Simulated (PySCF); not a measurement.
trimethylamine cation (C3H9N), SMILES CN(C)C (connectivity only; charge and spin as stated), charge +1, multiplicity 2.

The structure is a stationary point at B3LYP-D3(BJ)/def2-SVP. The multiplicity is an assumed one; no other spin state was optimised.

The numbers are results of PBE/def2-TZVP (PySCF), not measurements.

Computed frontier levels, dipole moment and polarisability:
```yaml
"α spin, highest occupied and lowest empty level": -12.07 and -4.72 eV
"β spin, highest occupied and lowest empty level": -14.90 and -10.41 eV
dipole_moment_about_the_centre_of_nuclear_charge: 0.000 e·Å
mean_static_polarisability: 45.3 bohr³ (6.71 Å³)
polarisability_principal_values: 36.2, 49.8, 49.8 bohr³
"⟨S²⟩": 0.753 (pure state 0.75)
```
